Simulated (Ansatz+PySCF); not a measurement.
**singlet C4H5N: levels of theory in one basis**

```yaml
atoms:
  - { symbol: N, position_ang: [1.1180, -0.0058, 0.0081] }
  - { symbol: C, position_ang: [0.3263, 1.1239, 0.0040] }
  - { symbol: C, position_ang: [-0.9843, 0.7014, 0.0033] }
  - { symbol: C, position_ang: [-0.9924, -0.7101, -0.0030] }
  - { symbol: C, position_ang: [0.3411, -1.1154, -0.0061] }
  - { symbol: H, position_ang: [2.1265, 0.0060, 0.0080] }
  - { symbol: H, position_ang: [0.7782, 2.1221, 0.0014] }
  - { symbol: H, position_ang: [-1.8597, 1.3719, 0.0019] }
  - { symbol: H, position_ang: [-1.8559, -1.3677, -0.0091] }
  - { symbol: H, position_ang: [0.7609, -2.1165, -0.0020] }
```

Basis set: def2-SVP (spherical functions). Frozen core: 5 orbitals. Charge 0, multiplicity 1.

Computed with Ansatz (development build ahead of 0.2.0); each method stands on the lowest determinant of its kind that the runs found. NEVPT2 correlates all electrons. Active spaces start from the frontier orbitals, and the lowest solution found is given.

| method | E − E(RHF) (eV) | <S²> of the determinant |
| --- | --- | --- |
| RHF | 0.00 | 0.00 |
| CASSCF(6,5) | -1.37 | – |
| SC-NEVPT2(6,5) | -19.45 | – |

Task: What does RHF-MP2 give on the same scale?

Result: -18.92 eV.

Task: Is a single determinant a sound starting point here?

Result: By this sign, yes. Unrestricted orbitals gain 0.00 eV and <S²> is 0.00 against 0.00 for a pure state. The CASSCF(6,5) natural occupations are 1.99, 1.95, 1.92, 0.08, 0.06.

Caution for CASSCF(6,5): other starts end on other solutions of this active space.
